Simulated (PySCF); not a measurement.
# Static response to an electric field

C5H9F.
Structure used (GFN2-xTB), in Å, numbered top down from 1:
```
atom  x, y, z in Å
C1     1.7948    0.4522    0.9900
C2     0.9421    1.1841    0.0106
C3    -0.0227    0.6639   -0.7297
F4    -0.7074    1.5047   -1.5578
C5    -0.5358   -0.7379   -0.8081
C6    -1.8023   -0.9069    0.0343
H7     1.5145   -0.5931    1.0741
H8     2.8408    0.5135    0.6895
H9     1.7064    0.9162    1.9720
H10    1.1452    2.2415   -0.0920
H11   -0.7674   -0.9557   -1.8534
H12    0.2329   -1.4338   -0.4742
H13   -2.5588   -0.1916   -0.2798
H14   -2.2037   -1.9105   -0.0836
H15   -1.5830   -0.7385    1.0861
```

Level: CAM-B3LYP/def2-SVPD (PySCF), static field, nuclei fixed, core orbitals frozen in the response. The polarisability tensor in these axes (au):

```
x   69.26  7.98  9.82
y    7.98 60.13  1.31
z    9.82  1.31 59.11
```

Problem. Give the principal values, the mean and the anisotropy Δα = √{½[(α1 − α2)² + (α2 − α3)² + (α1 − α3)²]}.

Solution. Principal values 51.64, 58.49 and 78.38 au; mean 62.84 au = 9.31 Å³ = 10.36 × 10⁻⁴⁰ C²·m²/J; Δα = 24.06 au (38 % of the mean).

Problem. What is the dipole moment, and where does it point?

Solution. (0.72, -1.37, 1.12) D, 1.91 D in size, pointing from the negative to the positive side. Measured along this direction, the outermost atoms are F4 at the negative end and H7 at the positive end.

Problem. Find the Langevin capture rate constant for H3O+ (19.018 u) meeting this molecule (88.069 u), k = 2.342 × 10⁻⁹ cm³/s × √(α in Å³ / reduced mass in u).

Solution. The reduced mass is 15.64 u, so k = 1.81 × 10⁻⁹ cm³/s. The formula leaves out the permanent dipole, which adds to the capture rate.

Problem. Give the principal axes and the span of the nuclei along them.

Solution. Largest value along (0.81, 0.39, 0.44), where the nuclei span 5.37 Å; middle along (-0.07, 0.81, -0.58), 3.52 Å; least along (-0.58, 0.44, 0.69), 2.58 Å. The response follows the extents in order.

Problem. In TDDFT the mean static polarisability is Σ f/ω² over all singlet excitations (ω in hartree). How much of it do the 8 lowest give? Their energies (eV) and oscillator strengths: 6.72, 0.0311; 7.21, 0.3337; 7.43, 0.0459; 7.66, 0.0559; 7.95, 0.0102; 8.37, 0.0146; 8.77, 0.0027; 8.81, 0.0030.

Solution. They add up to 6.91 au, 11.0 % of the 62.84 au; the largest single term is 4.76 au, from the state at 7.21 eV. Terms in order: 0.51, 4.76, 0.62, 0.70, 0.12, 0.15, 0.03, 0.03 au. Higher excitations give the rest. The strengths listed sum to 0.497.

Problem. What are the principal values of the traceless quadrupole moment, Θ = ½Σq(3rr − r²1), about the centre of nuclear charge?

Solution. -4.17, -0.73, 4.90 D·Å. The values depend on the origin, since the dipole doesn't vanish. The electronic extent ⟨r²⟩ about the same centre is 690 bohr², a root-mean-square distance of 2.01 Å for the 48 electrons.

Problem. Estimate the molar refractivity from the static electronic polarisability.

Solution. Lorentz–Lorenz: R = (4π/3)N_A α = 2.5225 cm³/(mol·Å³) × 9.31 Å³ = 23.5 cm³/mol, in the limit of long wavelengths.

Isolated species at its GFN2-xTB geometry (one conformer only).
